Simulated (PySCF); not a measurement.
An unknown is described by computed data only.

Elements present: C, H and S. Monoisotopic mass: 86.0190 u.

- UV, first state: lowest singlet excitation: 4.87 eV (255 nm, f = 0.006) [TDDFT CAM-B3LYP/def2-SVPD]
- Polarisability: 65.3 au [CAM-B3LYP/def2-SVPD]
- NMR, other nuclei: isotropic shieldings of nuclei other than C and H, by class: 392 (1 S) ppm [GIAO PBE/pcSseg-2]
- Valence photoelectron: vertical ionisation energy: 8.03 eV [ΔSCF CAM-B3LYP/def2-SVPD]
- Rotational structure: rotational constants A, B, C: 6.892, 4.691, 2.944 GHz [PBE0-D3(BJ)/def2-SVP]
- 1H NMR: chemical shifts (computed TMS as zero) by class: 6.31 (1 H), 5.66 (1 H), 3.26 (2 H), 2.88 (2 H) ppm [GIAO PBE/pcSseg-2]
- Triplet: lowest triplet excitation (Tamm–Dancoff): 3.59 eV [TDA CAM-B3LYP/def2-SVPD]
- UV, strongest line: among the 10 lowest singlet transitions: S2 at 5.39 eV (230 nm, f = 0.120) [TDDFT CAM-B3LYP/def2-SVPD]
- Dipole: 1.66 D [CAM-B3LYP/def2-SVPD]
- 13C NMR: chemical shifts (computed TMS as zero) by class: 140.8 (1 C), 126.9 (1 C), 41.7 (1 C), 41.4 (1 C) ppm [GIAO PBE/pcSseg-2]

Gas-phase values; electronic properties from PySCF, density fitting. Levels stand in brackets. The structure is a single PBE0-D3(BJ)/def2-SVP conformer in the gas phase; no vibrational or solvent corrections. Each NMR value is the plain mean over a class of atoms that symmetry, rotation or inversion makes alike.

Question: Which formula fits the mass and the elements?

Answer: C4H6S (calculated 86.0190). No other formula that holds each of these elements comes within 0.0003 u with a fitting electron parity and a possible valence count.

Question: Propose a structure and show how it fits.

Answer: Numbering: `[CH:1]1=[CH:2][S:3][CH2:4][CH2:5]1`. Its formula, C4H6S, gives 2 degrees of unsaturation: 1 ring and 1 π bond in the structure found. 4 carbons fall into 4 classes; from least to most shielded: alkene CH carbon [C2] (140.8 ppm), alkene CH carbon [C1] (126.9 ppm), ring sp3 carbon bound to sulfur [C4] (41.7 ppm), allylic carbon [C5] (41.4 ppm). Hydrogen classes from least to most shielded: 1 H on an alkene CH carbon, C2 (6.31 ppm), 1 H on an alkene CH carbon, C1 (5.66 ppm), 2 H on an sp3 carbon bound to sulfur, C4 (3.26 ppm), 2 H on an allylic carbon, C5 (2.88 ppm). The other shieldings belong to: 392 ppm, sulfide sulfur [S3]. The first electron is taken from the HOMO, whose largest Löwdin shares are 0.47 on the sulfide sulfur, 0.19 on an alkene CH carbon, 0.16 on an alkene CH carbon and 0.06 on the sp3 carbon bound to sulfur. The optimised geometry has point group C1 and is an asymmetric top. Structure: 2,3-dihydrothiophene, `C1=CSCC1`. Computed isomers that give other values at the same levels: `C=CCC=S` (rotational constant A: 18.346 GHz; this holds for the one conformer computed); `CC#CCS` (lowest singlet excitation: 5.41 eV (229 nm, f = 0.001)); `CSC1=CC1` (rotational constant A: 9.230 GHz; this holds for the one conformer computed). The assignments are read from this structure; whether some other isomer fits the data as well wasn't checked.
